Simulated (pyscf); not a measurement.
# Four-centre exchange: F–SiH₃ + NH₃ → H₂N–SiH₂–F + H₂

Gas phase, singlet surface, charge 0. Bonds broken: Si1–H3, N6–H7. Bonds formed: Si1–N6, H3–H7. Single points on ωB97X-D3(BJ)/def2-SVP structures (PySCF, gas phase).

Transition state (Å):

```xyz
9

Si    -0.2025     0.2964    -0.3430
F      0.9876     1.4510    -0.3562
H     -1.5665    -0.9123     0.0090
H     -1.1847     0.9257    -1.2551
H      0.6028    -0.9101    -0.6408
N     -0.6542     0.4670     1.4748
H     -1.3862    -0.3990     1.0004
H      0.0669     0.1909     2.1426
H     -1.0544     1.3630     1.7560
```

One imaginary mode, 1461i cm⁻¹; descent along it reached the two sides named, in the forms told below.

```tsv
bond	change	reactant side (Å)	saddle	product side
Si1–H3	breaks	1.485	1.856	4.3
N6–H7	breaks	1.019	1.229	2.6
Si1–N6	forms	2.6	1.881	1.714
H3–H7	forms	3.0	1.131	0.762
```

Electronic energies relative to the separated reactants (kcal/mol):

| level | barrier | reaction energy | reverse barrier |
|---|---|---|---|
| ωB97X-D3(BJ)/def2-TZVP | 31.9 | -13.5 | 45.4 |
| PBE/def2-TZVP | 27.3 | -12.0 | 39.3 |
| r²SCAN/def2-TZVP | 28.7 | -13.8 | 42.5 |
| B3LYP-D3(BJ)/def2-TZVP | 32.5 | -13.0 | 45.4 |
| PBE0-D3(BJ)/def2-TZVP | 28.6 | -12.4 | 40.9 |
| M06-2X/def2-TZVP | 32.1 | -15.4 | 47.5 |
| ωB97M-D3(BJ)/def2-TZVP | 31.9 | -13.0 | 44.9 |
| HF/def2-TZVP | 50.7 | -9.7 | 60.4 |

With ωB97M-D3(BJ)/def2-TZVP energies and thermal terms (ideal gas, 1 atm, RRHO with modes under 100 cm⁻¹ raised to 100, one conformer, R ln 2 for chiral ones without a mode under 150 cm⁻¹), in kcal/mol:

```
T (K)   ΔH‡   ΔG‡     ΔH     ΔG
-----  ----  ----  -----  -----
298    29.8  39.8  -16.1  -14.7
600    30.1  49.9  -14.7  -13.9
900    30.9  59.6  -13.6  -13.8
1200   31.8  69.0  -12.8  -13.9
```

On the reactant side the descent ends in a complex (not fully relaxed), 4.3 kcal/mol under the separated species and 36.2 kcal/mol under the saddle at ωB97X-D3(BJ)/def2-TZVP. At the saddle there is also a short H–Si contact that neither side keeps. The same reactants have a lower exit, to H₂N–SiH₃ + HF (barrier +26.3 kcal/mol at ωB97M-D3(BJ)/def2-TZVP, against +31.9 kcal/mol here). One saddle was located; it need not be the lowest between these sides.
